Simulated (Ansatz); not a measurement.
Species: C4H8, SMILES `CC1CC1` (charge 0, multiplicity 1).

Question: Give a relaxed geometry from PBE0-D3(BJ)/def2-TZVP (Ansatz, a quantum-chemistry and plane-wave program).

Answer: the end point of this relaxation (outside a Z-matrix the atoms follow the SMILES, hydrogens last).
Z-matrix (Å, degrees):
```
C
H 1 1.0857
C 1 1.4969 2 115.56
H 3 1.0829 1 118.69 2 -1.66
H 3 1.0839 4 114.36 1 145.50
C 1 1.4969 2 115.56 3 67.50
H 6 1.0829 1 118.69 2 1.66
H 6 1.0839 7 114.36 3 145.30
C 1 1.5013 2 114.81 3 -146.25
H 9 1.0935 1 111.42 2 60.29
H 9 1.0935 10 107.92 1 122.63
H 9 1.0936 10 107.64 11 115.91
```
